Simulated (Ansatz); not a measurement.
A calculation with Ansatz (development build ahead of 0.2.0).

```yaml
crystal:
  periodic: [false, false, false]
  atoms:
    - { symbol: C, position_ang: [-0.00966, -0.05006, -0.72078] }
    - { symbol: "N", position_ang: [0.02999, -0.15364, 0.71855] }
    - { symbol: H, position_ang: [0.02514, 0.91184, 1.14828] }
    - { symbol: H, position_ang: [0.01984, -1.05258, -1.24784] }
    - { symbol: H, position_ang: [-0.1043, 0.82065, -1.24242] }
basis:
  gaussian: { orbitals: cc-pVDZ }
hamiltonian:
  xc: hf
correlation:
  method: mp2
  frozen_orbitals: { C: 1, H: 0, "N": 1 }
```

The input is written out in the form of the current development build from the run's settings.

Results

```
Converged                       : yes
Reference energy                : -93.98225 hartree
Correlation energy              : -0.32362 hartree
Total energy                    : -94.30586 hartree
Spin squared of the determinant : 0.000
```

Caution: no unrestricted run beside it, a lower state can exist.
